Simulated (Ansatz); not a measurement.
Basis-set series for CH₆AlN. The species carries charge 0 and has multiplicity 1. The bonds changed during the relaxation, so this is another structure than the one it started from. All single points use the PBE0-D4/def2-TZVP geometry. It is one conformer, not always the lowest.

Z-matrix (Å, degrees):
```
N
Al 1 1.999
C 1 1.524 2 65.7
H 1 1.010 2 123.1 3 -103.6
H 1 1.010 2 123.0 3 103.6
H 2 1.589 1 110.6 3 -109.8
H 2 1.589 1 110.6 3 109.8
H 3 1.087 1 110.5 2 118.7
H 3 1.087 1 110.5 2 -119.0
```

| functional | basis | functions | energy (Eh) | HOMO (eV) | LUMO (eV) |
| --- | --- | --- | --- | --- | --- |
| PBE0-D4 | def2-SVP | 76 | -338.50299 | -6.77 | 0.42 |
| PBE0-D4 | def2-QZVPP | 364 | -338.71177 | -6.83 | -0.22 |
| ωB97M-V | def2-SVP | 76 | -338.65446 | -9.02 | 2.06 |
| ωB97M-V | def2-QZVPP | 364 | -338.86840 | -9.11 | 0.88 |

(1) Give the rows for def2-TZVPP. (An estimate is asked.)

Answers

(1) Computed: 
```
functional       basis  functions  energy (Eh)  HOMO (eV)  LUMO (eV)
   PBE0-D4  def2-TZVPP        188   -338.69839      -6.82       0.04
   ωB97M-V  def2-TZVPP        188   -338.85546      -9.09       1.48
```

Positive LUMOs are unbound and depend on the basis.
